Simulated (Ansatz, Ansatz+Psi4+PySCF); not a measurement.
```yaml
atoms:
  - { symbol: S, position_ang: [0.0000, 0.0000, 0.0000] }
  - { symbol: O, position_ang: [1.3262, 0.0000, 0.0000] }
  - { symbol: O, position_ang: [-0.6631, 1.1485, 0.0000] }
  - { symbol: O, position_ang: [-0.6631, -1.1485, 0.0000] }
```

Basis set: cc-pVTZ (spherical functions). Correlated methods keep 8 orbitals frozen. Charge 0, multiplicity 1.

Computed with Ansatz (development build ahead of 0.2.0); each method stands on the lowest determinant of its kind that the runs found. Restricted open shells among the atoms or ions are ROHF, correlated in semicanonical orbitals with singles.

(1) Give the atomization energy at this shape (free ground-state atoms in the same class of orbitals less the molecule, no zero-point energy) of singlet SO₃ by RHF-MP2, RHF.

## Answers

(1)

```
 method  atomization energy
RHF-MP2            13.06 eV
    RHF             5.45 eV
```

Caution: no unrestricted run beside it, a lower state can exist; the shape is not the minimum.
